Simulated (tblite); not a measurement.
Species: C3H5O2 (doublet state).
SMILES with atom numbers: `[O:1][CH2:2][C@@H:3]1[CH2:4][O:5]1` (hydrogens: H6, H7 on C2; H8 on C3; H9, H10 on C4)

Structure optimised with GFN2-xTB, isolated species. This method treats the open shell by occupation alone, without spin polarisation.

(1) List the bond lengths, angles and torsions at this level.

Results:

(1) 
| bond | length (pm) |
| --- | --- |
| O1–C2 | 130.4 |
| C2–C3 | 152.1 |
| C3–C4 | 146.9 |
| C4–O5 | 139.6 |
| C3–O5 | 139.7 |
| C2–H6 | 112.4 |
| C2–H7 | 112.1 |
| C3–H8 | 108.7 |
| C4–H9 | 108.4 |
| C4–H10 | 108.5 |

A selection of angles:
| angle | degrees |
| --- | --- |
| O1–C2–C3 | 116.9 |
| O1–C2–H6 | 110.2 |
| O1–C2–H7 | 111.1 |
| C3–C2–H6 | 108.4 |
| C3–C2–H7 | 109.7 |
| H6–C2–H7 | 99.1 |
| C2–C3–C4 | 121.6 |
| C2–C3–O5 | 117.1 |
| C2–C3–H8 | 114.3 |
| C4–C3–O5 | 58.2 |
| C4–C3–H8 | 118.1 |
| O5–C3–H8 | 116.0 |
| C3–C4–O5 | 58.3 |
| C3–C4–H9 | 119.2 |
| C3–C4–H10 | 119.7 |
| O5–C4–H9 | 116.1 |
| O5–C4–H10 | 115.7 |
| H9–C4–H10 | 115.4 |
| C3–O5–C4 | 63.5 |

Dihedral angles: O1–C2–C3–C4 -119° (anticlinal); C2–C3–C4–O5 -104° (anticlinal); C2–C3–O5–C4 112° (anticlinal).

The 2 C–C bonds span 1.469 Å (C3–C4, drawn single) to 1.521 Å (C2–C3, drawn single), a spread of 0.052 Å. Of the pairs four or more bonds apart, H7···H10 is among the closest relative to their van der Waals radii: 2.44 Å, 102 % of the sum of Bondi's values. The 3 C–O bonds span 1.304 Å (O1–C2, drawn single) to 1.397 Å (C3–O5, drawn single), a spread of 0.093 Å. The 3-membered ring C3–C4–O5 has internal angles of 58.2° to 63.5°.

Point group: C1 (no symmetry element, even within 0.4 Å). Its GFN2-xTB frequencies are all real (lowest 64 cm⁻¹).

One conformer stands for the species.

All values are computed, not measured.
